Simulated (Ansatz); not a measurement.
Species, as SMILES: [SiH2] (SiH2) (closed-shell singlet).
Atoms: Si1, H2, H3. Bonds: Si1-H2, Si1-H3.

Basis-set convergence of the optimised Si1-H2 bond length at B3LYP with Ansatz (a first-principles code). Cartesian d functions, on some or all atoms, in 6-311G**, 6-311+G**; all else is spherical. The program fits the integrals of some runs and decomposes those of others, by size. No added dispersion term, no relativity. Reference: the value in pcseg-4, 1.5212 Å, itself unsure by roughly 0.0004 Å (its mean distance from aug-pcseg-3, aug-cc-pV(Q+d)Z, cc-pV(5+d)Z). Deviations are taken from unrounded values. Cost is core time over that of 6-311+G**, rough, on shared machines of one kind; a dash marks a row that isn't timed (too short, read off another run, short of memory, by another algorithm or on other hardware). It counts the whole optimisation.

```json
[
 {"basis": "def2-SV(P)", "functions": "22", "optimised Si1-H2 bond length (Å)": "1.5377", "minus reference (Å)": "0.0165", "cost": "-"},
 {"basis": "cc-pV(D+d)Z", "functions": "33", "optimised Si1-H2 bond length (Å)": "1.5342", "minus reference (Å)": "0.0130", "cost": "-"},
 {"basis": "6-311G**", "functions": "39", "optimised Si1-H2 bond length (Å)": "1.5282", "minus reference (Å)": "0.0070", "cost": "-"},
 {"basis": "6-311+G**", "functions": "43", "optimised Si1-H2 bond length (Å)": "1.5273", "minus reference (Å)": "0.0061", "cost": "1×"},
 {"basis": "def2-TZVP", "functions": "49", "optimised Si1-H2 bond length (Å)": "1.5232", "minus reference (Å)": "0.0020", "cost": "0.6×"},
 {"basis": "aug-cc-pV(D+d)Z", "functions": "50", "optimised Si1-H2 bond length (Å)": "1.5319", "minus reference (Å)": "0.0107", "cost": "1×"},
 {"basis": "6-311++G(2d,2p)", "functions": "55", "optimised Si1-H2 bond length (Å)": "1.5226", "minus reference (Å)": "0.0014", "cost": "0.8×"},
 {"basis": "pcseg-2", "functions": "62", "optimised Si1-H2 bond length (Å)": "1.5232", "minus reference (Å)": "0.0020", "cost": "0.8×"},
 {"basis": "cc-pV(T+d)Z", "functions": "67", "optimised Si1-H2 bond length (Å)": "1.5225", "minus reference (Å)": "0.0013", "cost": "0.7×"},
 {"basis": "def2-QZVPP", "functions": "130", "optimised Si1-H2 bond length (Å)": "1.5215", "minus reference (Å)": "0.0003", "cost": "2×"},
 {"basis": "pcseg-3", "functions": "130", "optimised Si1-H2 bond length (Å)": "1.5215", "minus reference (Å)": "0.0003", "cost": "2×"},
 {"basis": "aug-cc-pV(Q+d)Z", "functions": "181", "optimised Si1-H2 bond length (Å)": "1.5201", "minus reference (Å)": "-0.0011", "cost": "4×"},
 {"basis": "cc-pV(5+d)Z", "functions": "210", "optimised Si1-H2 bond length (Å)": "1.5212", "minus reference (Å)": "0.0000", "cost": "20×"}
]
```

The smallest set listed that lies within 0.005 Å of the reference with all its larger relatives (same family, alike in diffuse functions; a set with none counts only in the reference's own line) is def2-TZVP (49 functions, 0.6× in cost, 0.0020 Å off). Inside, with no larger relative to test it: aug-cc-pV(Q+d)Z. (Relatives not listed, tested too: def2-TZVPP 0.0015, 6-311++G(3df,3pd) 0.0010, cc-pV(Q+d)Z -0.0010, def2-QZVP 0.0003, pcseg-4 0.0000 Å.)
